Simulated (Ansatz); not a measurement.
A CCSD(T) single point on CH₆AlN.

```yaml
crystal:
  periodic: [false, false, false]
  atoms:
    - {symbol: N, position_ang: [-0.728506, 0.266130, -0.477100]}
    - {symbol: C, position_ang: [0.781787, 0.452334, -0.390641]}
    - {symbol: Al, position_ang: [0.149854, -0.794583, 0.971968]}
    - {symbol: H, position_ang: [-1.040521, -0.142460, -1.346752]}
    - {symbol: H, position_ang: [-1.254686, 1.110317, -0.300809]}
    - {symbol: H, position_ang: [1.025848, 1.490873, -0.182074]}
    - {symbol: H, position_ang: [1.257861, 0.130959, -1.313474]}
    - {symbol: H, position_ang: [0.130777, -2.343952, 0.620939]}
    - {symbol: H, position_ang: [-0.233913, -0.215817, 2.400843]}
basis:
  gaussian: {orbitals: def2-TZVPP}
correlation: {method: ccsd_t}
output: {orbitals: {seedname: orbitals}}
```

```sh
$ ansatz run in.yaml --threads 2 --pin off --events-out ev --progress --plain --max-ram 4352MiB
```

Log, shortened:

```
Functional definition: HF
1082 factors; integrals over basis functions are off by at most 1.7e-3 eV
mean field evaluation 1: about -9188.2499 eV, gradient 3.2e1 eV
mean field evaluation 2: about -9188.2523 eV, gradient 3.2e1 eV
mean field evaluation 4: about -9190.7995 eV, gradient 3.2e0 eV
mean field evaluation 8: about -9190.8356 eV, gradient 1.7e-4 eV
mean field -9190.83561847 eV, -337.7569792066 hartree, gradient 2.8e-6 eV, S^2 0.000000; 0 other end points of the search recorded, 0 dependent functions left out
7 core orbitals not correlated: weight in the atoms' cores, before any rotation towards them, 1.000 or more for the frozen orbitals, at most 0.000 for the correlated occupied ones
reference -9190.83561847 eV, -337.7569792066 hartree; 9, 9 occupied and 172, 172 virtual orbitals, 1082 factors
second order -13.09664981 eV of doubles, -0.00000000 eV of singles
cycle   1  -13.64801066 eV  change   -5.5e-1 eV  update   7.4e-2
cycle   2  -14.02697157 eV  change   -3.8e-1 eV  update   2.3e-2
cycle   3  -14.07199394 eV  change   -4.5e-2 eV  update   8.7e-3
cycle   4  -14.06881728 eV  change    3.2e-3 eV  update   2.5e-3
cycle   5  -14.06947049 eV  change   -6.5e-4 eV  update   1.1e-3
cycle   6  -14.06936474 eV  change    1.1e-4 eV  update   3.3e-4
cycle   7  -14.06923269 eV  change    1.3e-4 eV  update   1.2e-4
cycle   8  -14.06924236 eV  change   -9.7e-6 eV  update   4.2e-5
cycle   9  -14.06923956 eV  change    2.8e-6 eV  update   1.2e-5
perturbative correction -0.50591175 eV, -0.0185919140 hartree
Total energy: -9205.41076978 eV, -338.2926061380 hartree
```

Hardware: 2 threads of an INTEL XEON PLATINUM 8581C on a shared host. Wall time 18 s, peak host memory 1.9 GiB.

The correlation energy is -14.575 eV, 3.5 % of it from (T); the T1 diagnostic reads 0.0097.
